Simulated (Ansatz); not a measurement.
**What a trial cell of Cl relaxes into**

Method: DFT r2SCAN, scalar-relativistic, plane waves, PAW (Ansatz 0.2.0). Cutoff 500 eV, Γ-centred k mesh, Gaussian smearing, no spin polarisation in the final step.

The start puts Cl on the hcp structure type (P6_3/mmc, No. 194), at a guessed volume.

```
Cl
1.0
     3.53445    0.00000    0.00000
    -1.76722    3.06092    0.00000
     0.00000    0.00000    5.73659
Cl
2
Direct
  0.33333 0.66667 0.25000
  0.66667 0.33333 0.75000
```

Cell and atoms relax at zero pressure; the relaxation can't lower the symmetry of the start. After a coarse first stage the cell is made exact in the group found at 0.06 Å.

Energies count from the standard state of Cl at the same level (the diatomic molecule).

(1) Describe the relaxed structure.

(2) What are its volume, energy, density and gap?

Answers

(1) It keeps P6_3/mmc (No. 194), but not the shape of the type it started on. Conventional cell: a = 3.555 Å, c = 3.988 Å. Cl has 6 Cl at 2.86 Å.

```xyz
2
Lattice="3.5547 0.0000 0.0000 -1.7773 3.0784 0.0000 0.0000 0.0000 3.9880" Properties=species:S:1:pos:R:3 pbc="T T T"
Cl    0.0000    2.0523    0.9970
Cl    1.7773    1.0261    2.9910
```

(2) The volume per atom is 21.82 Å³. The density is 2.70 g/cm³ and the energy over the standard structure is 0.68 eV/atom. The gap on the 18×18×14 mesh is 0 eV (a metal).

The final run used a 18×18×14 mesh on its 2-atom cell and 0.10 eV smearing. For metals, differences of a few meV/atom aren't resolved. Symmetry constrained the relaxation, so the result can be a saddle point.